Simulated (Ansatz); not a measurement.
**H₂O₂ (singlet): from Hartree-Fock to the top rungs, 6-31G***

Aim: climb from Hartree-Fock through coupled cluster and multireference methods for H₂O₂ (singlet) at one geometry and basis, and see what each rung misses.

Program: Ansatz 0.2.0, Gaussian basis. Level of theory: 6-31G*, core rule «outside noble gas», up to 2 orbitals frozen. These are calculated values, not measurements.

To be run: UHF; CCSD(T) on RHF; BCCD(T) on RHF; CISD; CCSDT(Q) on RHF; CISDTQ; CCSDTQ on RHF; CASSCF and MRCISD+Q, 14 electrons in 10 orbitals; CASSCF and MRCISD+Q(relaxed), 14 electrons in 10 orbitals; CASSCF and NEVPT2, 14 electrons in 10 orbitals.

10 further runs of the same task are left out: 1 that didn't finish, 9 set aside as unsound or not needed.

## Step 1: The geometry

The geometry is an MP2(full)/6-31G* stationary point (not a proven minimum).

4 atoms, charge 0, spin multiplicity 1.

Atoms are counted from 1 here; the program's logs count them from 0.

Bond lengths: O1–O2 1.468 Å, O1–H3 0.976 Å, O2–H4 0.976 Å. Angles: O2–O1–H3 98.6°, O1–O2–H4 98.6°.

## Step 2: UHF

File in.yaml:

```yaml
crystal:
  periodic: [false, false, false]
  atoms:
    - {symbol: O, position_ang: [0.000000, 0.734058, -0.028136]}
    - {symbol: O, position_ang: [0.000000, -0.734058, -0.028136]}
    - {symbol: H, position_ang: [0.839547, 0.880752, 0.446615]}
    - {symbol: H, position_ang: [-0.839547, -0.880752, 0.446615]}
basis:
  gaussian: {orbitals: "6-31G*"}
magnetization: {spin_polarized: true, initial_magnetization: 0}
hamiltonian: {xc: hf}
output: {orbitals: {seedname: orbitals}}
```

Command:

```console
$ ansatz run in.yaml --threads 1 --pin off --events-out ev --progress --plain --max-ram 3956MiB --backend cpu
```

The runs that follow: CCSD(T) on RHF; BCCD(T) on RHF; CISD; CCSDT(Q) on RHF; CISDTQ; CCSDTQ on RHF; CASSCF and MRCISD+Q, 14 electrons in 10 orbitals; CASSCF and MRCISD+Q(relaxed), 14 electrons in 10 orbitals; CASSCF and NEVPT2, 14 electrons in 10 orbitals.

**Question.** What will the summary of the whole plan be? Wanted: RCCSDTQ below the RHF energy; RMP2 from RCCSDTQ; RCCSD from RCCSDTQ; RCCSD(T) from RCCSDTQ; RCCSDT(Q) from RCCSDTQ; NEVPT2 valence from RCCSDTQ; MRCISD+Q valence from RCCSDTQ; MRCISD+Q(relaxed) valence from RCCSDTQ; T1 diagnostic.

**Answer**, as computed:

| quantity | value |
| --- | --- |
| RCCSDTQ below the RHF energy | -10.6873 eV |
| RMP2 from RCCSDTQ | +618.8 meV |
| RCCSD from RCCSDTQ | +270.0 meV |
| RCCSD(T) from RCCSDTQ | +44.4 meV |
| RCCSDT(Q) from RCCSDTQ | -4.0 meV |
| NEVPT2 valence from RCCSDTQ | +1060.9 meV |
| MRCISD+Q valence from RCCSDTQ | +51.5 meV |
| MRCISD+Q(relaxed) valence from RCCSDTQ | +8.7 meV |
| levels within 1 kcal/mol (43 meV) | RCCSDT, RCCSDT(Q), MRCISD+Q(relaxed) valence |
| T1 diagnostic | 0.010 |
| effectively unpaired electrons | 0.05 |

**Reading.** RCCSD(T) misses by +44.4 meV, 0.4 % of the correlation energy. One determinant dominates. Of the multireference levels listed MRCISD+Q(relaxed) valence comes nearest in total energy (+8.7 meV), which doesn't show that its space is the better one. These misses are within one basis, not against nature.
